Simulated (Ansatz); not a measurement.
This geometry of BH5O (7 atoms, charge 0, multiplicity 1) is a first-order saddle point.

Level of theory: RKS r2SCAN/def2-SVP in Ansatz 0.2.0.

```xyz
7
Properties=species:S:1:pos:R:3
B 0.073 -0.261 0.012
H -0.058 0.180 1.284
H 1.134 0.167 -0.365
H -0.954 0.042 -0.550
O 0.160 -1.787 0.415
H -0.712 -2.182 0.283
H -0.008 -0.848 1.271
```

(1) Which two structures does it join? (They come from a converged band through this point; their orientation in space is the band's.)

(2) How far does it lie above each of them?

Answers

(1) Bonds broken: B1–H2, O5–H7. Bonds formed: H2–H7. BH5O becomes BH3O + H2.

First end point:

```xyz
7
Properties=species:S:1:pos:R:3
B -0.019 -0.014 0.063
H -0.395 0.485 1.114
H 1.138 0.211 -0.233
H -0.817 0.044 -0.853
O 0.015 -1.673 0.402
H -0.876 -1.932 0.685
H 0.587 -1.808 1.172
```

Last end point:

```xyz
7
Properties=species:S:1:pos:R:3
B 0.007 -0.173 -1.024
H 0.251 -1.368 3.415
H 0.995 0.514 -1.125
H -0.813 -0.278 -1.914
O -0.152 -0.834 0.143
H -0.956 -1.370 0.173
H 0.302 -1.178 2.681
```

(2) 0.86 eV above the first and 1.53 eV above the second. This is the barrier of this one path; another mechanism may lie lower. The orbitals stay closed-shell, which can raise the energy where a bond breaks towards radicals; this wasn't checked here.

The run took 4.1 min on 1 thread of Arm Neoverse V1 (shared host), peak memory 0.1 GiB.
